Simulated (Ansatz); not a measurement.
**CH₂N (quartet): the correlation ladder, def2-TZVPP**

An exercise on one series of results from a longer session: the logs are not shown, and one member is left open.

Program: Ansatz 0.2.0, Gaussian basis. Level of theory: def2-TZVPP, core rule «outside noble gas», up to 2 orbitals frozen. These are calculated values, not measurements.

Plan: UHF; ROHF; CCSD(T) on UHF.

**The system**

The geometry is a PBE0/def2-TZVP stationary point (not a proven minimum).

4 atoms, charge 0, spin multiplicity 4.

Atoms are counted from 1 here; the program's logs count them from 0.

Bond lengths: N1–C2 1.365 Å, N1–H3 1.004 Å, N1–H4 1.004 Å. Angles: C2–N1–H3 120.7°, C2–N1–H4 120.7°, H3–N1–H4 118.6°.

Geometry (Å):

```xyz
4

N     0.0000    0.0000    0.5481
C     0.0000    0.0000   -0.8171
H     0.0000    0.8633    1.0602
H     0.0000   -0.8633    1.0602
```

The first run:

Contents of in.yaml:

```yaml
crystal:
  periodic: [false, false, false]
  atoms:
    - {symbol: N, position_ang: [0.000000, 0.000000, 0.548062]}
    - {symbol: C, position_ang: [0.000000, 0.000000, -0.817088]}
    - {symbol: H, position_ang: [0.000000, 0.863263, 1.060214]}
    - {symbol: H, position_ang: [0.000000, -0.863263, 1.060214]}
basis:
  gaussian: {orbitals: def2-TZVPP}
magnetization: {spin_polarized: true, initial_magnetization: 3}
hamiltonian: {xc: hf}
output: {orbitals: {seedname: orbitals}}
```

The run is started by

```bash
ansatz run in.yaml --threads 1 --pin off --events-out ev --progress --plain --max-ram 2816MiB --backend cpu
```

Among the steps run: UHF; ROHF; CCSD(T) on UHF.

One table of the session follows, with a row left open; its other results are not shown here.

It belongs to the step «Misses and costs». 

| method | from UCCSD(T) (meV) |
| --- | --- |
| ROHF | ? |
| UHF | +8512.5 |
| UMP2 | +816.4 |
| UCCSD | +291.1 |
| UCCSD(T) | 0 |

**Question.** Estimate the row for ROHF.

**Answer.** from UCCSD(T) (meV): +8620.3. In the column «from UCCSD(T) (meV)» it is the highest.

With the free atoms at the same levels and basis (separate runs), the atomisation energy is 9.326 eV at UCCSD(T), 6.428 eV at ROHF.
